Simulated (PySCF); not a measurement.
NMR data simulated for an unnamed compound:

1H NMR (400 MHz, computed): δ 3.08 (m, 2H).

13C{1H} NMR (computed): δ 116.1 (C, t, J = 359.5 Hz), 55.1 (CH2, t, J = 23.0 Hz).

PySCF calculation with structure optimised with PBE0-D3(BJ)/def2-SVP, J couplings at B3LYP/pcJ-1 and σ from GIAO-B97-2/pcSseg-2; no solvent model, one conformer, no relativistic terms, averaged over atoms made equivalent by symmetry, fast rotation or ring inversion.

Referencing at the same level of theory: 1H and 13C against TMS.

Question: Which of these does the molecule contain: an N-methyl group, a three-membered ring, a carboxylic acid, a ketone?

Answer: 
- An N-methyl group: no.
- A three-membered ring: yes.
- A carboxylic acid: no.
- A ketone: no.

The data belong to `FC1(F)CO1`, C$_{2}$H$_{2}$F$_{2}$O; they needn't prove each group on their own.

Carbon signals by region: 1 in the sp2 and nitrile region (100–160 ppm), 1 at 50–100 ppm.

Common functionals overestimate the size of one-bond C–F couplings by tens of Hz; these are unscaled. Multiplet labels drop couplings under 1 Hz and merge nearly equal ones. Couplings among chemically equivalent protons are left out too, so labels in AA′BB′ or AA′XX′ sets are apparent multiplicities. Shifts are as computed. Against solution values, carbons near 30 ppm lie about +4 ppm off and those near 130 ppm about +7 ppm. Of 1211 compounds with measured shifts, 218 miss one by over three times the rms of a fit or turn the order of signals round; such compounds aren't used in these exercises.
